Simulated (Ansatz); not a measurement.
Relaxation of CH4AlCl (7 atoms, charge 0, multiplicity 1), to a largest force component of 0.02 eV/Å in at most 40 steps.

The calculation used RKS B3LYP-D4/def2-SVP in Ansatz 0.2.0.

```xyz
7
Properties=species:S:1:pos:R:3
Al 0.000 0.000 0.000
Cl 0.000 0.000 2.230
H 1.351 0.000 -0.780
C -1.706 0.000 -0.985
H -2.266 -0.930 -0.756
H -2.310 0.880 -0.680
H -1.504 0.051 -2.075
```

Q: Where does it end, and by what steps?

A: The run converged. After 4 steps the energy has fallen by 0.122 eV; Cl2 moved furthest, 0.13 Å.

| step | energy less start (eV) | largest force component (eV/Å) | accepted |
| --- | --- | --- | --- |
| 0 | 0.0000 | 1.445 | yes |
| 1 | -0.1109 | 0.376 | yes |
| 2 | -0.1210 | 0.086 | yes |
| 3 | -0.1214 | 0.028 | yes |
| 4 | -0.1215 | 0.018 | yes |

```xyz
7
Properties=species:S:1:pos:R:3
Al 0.006 0.001 -0.020
Cl -0.028 0.001 2.100
H 1.434 -0.004 -0.691
C -1.693 0.003 -0.972
H -2.270 -0.909 -0.738
H -2.319 0.857 -0.660
H -1.566 0.052 -2.066
```

The run took 10 s on 1 thread of Arm Neoverse V2 (shared host), peak memory 0.13 GiB.
